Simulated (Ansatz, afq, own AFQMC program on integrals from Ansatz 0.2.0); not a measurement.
Two steps: Ansatz 0.2.0 writes the Fock matrix and Cholesky factors of the valence space, and afq projects on them the lowest state that overlaps trial and start.

```yaml
crystal:
  periodic: [false, false, false]
  atoms:
    - {symbol: Si, position_ang: [0.000000, 0.071273, 1.117990]}
    - {symbol: Si, position_ang: [0.000000, -0.005162, -1.217461]}
    - {symbol: H, position_ang: [0.000000, -0.424603, 2.702396]}
    - {symbol: H, position_ang: [0.000000, -1.417523, 0.069279]}
basis:
  gaussian: {orbitals: cc-pVDZ}
magnetization: {spin_polarized: false}
correlation: {method: ccsd_t, electrons: outside_noble_gas, hamiltonian_folder: ham}
```

```sh
$ ansatz run in.yaml --threads 1 --pin off --events-out ev --progress --plain --max-ram 1382MiB
```

Options of the walk:

```
--method phaseless --trial hf --walkers 140 --populations 1 --least-time 40 --time-step 0.005 --steps-per-block 20 --equilibration-blocks 112 --max-blocks 600 --target-error 0.00114 --factor-cut 1e-05 --seed 8939 --taylor-order 6
```

Times are imaginary, in 1/Eh. The walk had a cap of 536 s.

Output of the walk:

```
orbitals 36  electrons 5 5  factors 270 of 458
reference energy -578.87677140 Eh
CCSD correlation -0.23255468 Eh in 11 cycles, weight of the determinant in the CISD state 0.8120
energy of the start -578.876772 Eh
 block  time / (1/Eh)  mean weight  energy / Eh
     1     0.100  1.0010  -578.906799
     2     0.200  1.0025  -578.931256
     3     0.300  1.0006  -578.953196
     4     0.400  1.0009  -578.971298
     5     0.500  1.0013  -578.993422
    10     1.000  1.0014  -579.053381
    86     8.600  1.0007  -579.146920
   171    17.100  1.0005  -579.143910
   256    25.600  1.0001  -579.109409
   341    34.100  0.9980  -579.108710
   426    42.600  1.0007  -579.137860
   460    46.000  1.0003  -579.088814
   494    49.400  1.0036  -579.244300
   511    51.100  1.0005  -579.102707
   596    59.600  1.0013  -579.155882
   681    68.100  0.9992  -579.109935
   698    69.800  1.0013  -579.104059
blocks merged  error / Eh  count
     1  0.000904  600
     2  0.001218  300
     4  0.001636  150
     8  0.002078  75
    16  0.002798  37
    32  0.003361  18
    64  0.003757  9
energy -579.124575 +/- 0.003361 Eh
(rows thinned)
```

The run passed its tests (sampling time, drift between the halves within three errors, error under three times the target), which doesn't prove that it has relaxed.

Against this walk (error 91.5 meV) on the same determinant: CCSD(T) 23.7 meV higher (within the noise), CCSDT(Q) 56.6 meV lower (within the noise). The error is statistical and leaves out the bias of the constraint. None of these is a sure reference here.

Cautions: constraint bias not in the error; error above the target (91.5 against 31.0 meV); higher spins were not checked; restricted determinant unstable towards unrestricted (UHF 404 meV lower, ⟨S²⟩ 0.79); strong correlation (T1 0.023, weight of the determinant 0.81, largest double 0.18); (T) is large, 6 % of the CCSD correlation.

The walk took 4.6 min on 1 thread of Intel(R) Xeon(R) Platinum 8175M CPU @ 2.50GHz (Skylake/Cascade Lake) (shared host). The log's last line is the phaseless energy.

CCSDT and higher add their correlation energy to the determinant of the CCSD(T) run, since their own runs factorise the integrals more tightly (a shift of under 2 meV). A walk keeps the symmetry of its determinant, which the program's search chose and which needn't be the lowest solution, so a lower state of the same spin and another symmetry isn't excluded.
